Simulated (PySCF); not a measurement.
Delta-SCF ions had no search for a lower state. Excitations are Tamm–Dancoff values on a coarser integration grid. The basis has no diffuse functions, so Rydberg states are missing or too high.

Cartesian coordinates (Å):
SMILES: CSC
```xyz
9

C     -1.3599     0.2370     0.1203
S     -0.0538     0.3734    -1.1375
C      1.3581    -0.2241    -0.1595
H     -1.1481     0.8777     0.9910
H     -1.4886    -0.8046     0.4549
H     -2.2958     0.5753    -0.3468
H      1.5439     0.4210     0.7138
H      2.2409    -0.1943    -0.8140
H      1.2033    -1.2613     0.1777
```
Charge 0, spin multiplicity 1.

### Question
Estimate the LUMO, HOMO–LUMO gap, S1–T1 gap (TDA), vertical ionisation energy (Delta-SCF) and total energy that M06-2X/def2-TZVP // B3LYP-D3(BJ)/def2-SVP (PySCF) returns for this input.

### Answer

```yaml
LUMO: 1.75 eV
HOMO–LUMO gap: 9.23 eV
S1–T1 gap (TDA): 0.41 eV
vertical ionisation energy (Delta-SCF): 8.75 eV
total_energy: -13006.73 eV
```
